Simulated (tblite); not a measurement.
Compound: formyl chloride, CHClO.
SMILES: `O=CCl`

Level: GFN2-xTB in tblite, geometry and Hessian alike; calculated harmonic values, unscaled, isolated species. The method is semi-empirical: single wavenumbers can be off by several per cent or more.

Harmonic wavenumbers (cm⁻¹): 456.5, 698.4, 867.3, 1278.9, 1809.7, 2865.8.

A = 78613, B = 6310, C = 5842 MHz; mass 63.972 u (most abundant isotopes); point group Cs, symmetry number 1.

Question: What is the zero-point energy?

Answer: ½Σν̃ = 3988 cm⁻¹ = 11.40 kcal/mol.

Question: What is S at 350 K and 1 bar for an ideal gas of classical rigid rotors and harmonic oscillators?

Answer: Translation 39.21, rotation 22.71, vibration 1.80: S = 63.7 cal/(mol K).

Question: And Cp and H(350 K) − H(0)?

Answer: Cp = 11.60 cal/(mol K), of which vibrations give 3.65 (their classical limit is 6 R = 11.9); H(350 K) − H(0) = 3.23 kcal/mol without the zero-point energy, 0.45 from vibrations.

Question: Which modes carry the vibrational entropy at 350 K?

Answer: 456.5 cm⁻¹: 1.00; 698.4 cm⁻¹: 0.46; 867.3 cm⁻¹: 0.26; 1278.9 cm⁻¹: 0.07; 1809.7 cm⁻¹: 0.01; 2865.8 cm⁻¹: 0.00 cal/(mol K).

Question: How do the functions run with temperature in this model?

Answer: 
| T (K) | S (cal/(mol K)) | Cp (cal/(mol K)) | H − H(0) (kcal/mol) | G − H(0) (kcal/mol) | ln q(vib) |
| --- | --- | --- | --- | --- | --- |
| 50 | 46.5 | 7.9 | 0.40 | -1.93 | 0.00 |
| 100 | 52.0 | 8.1 | 0.80 | -4.40 | 0.00 |
| 298.15 | 61.9 | 10.9 | 2.65 | -15.81 | 0.17 |
| 373.15 | 64.5 | 11.9 | 3.50 | -20.55 | 0.30 |
| 500 | 68.2 | 13.4 | 5.11 | -28.97 | 0.57 |
| 750 | 74.0 | 15.4 | 8.73 | -46.78 | 1.18 |
| 1000 | 78.6 | 16.7 | 12.74 | -65.88 | 1.79 |

q(vib) and H(0) count from the zero-point level.
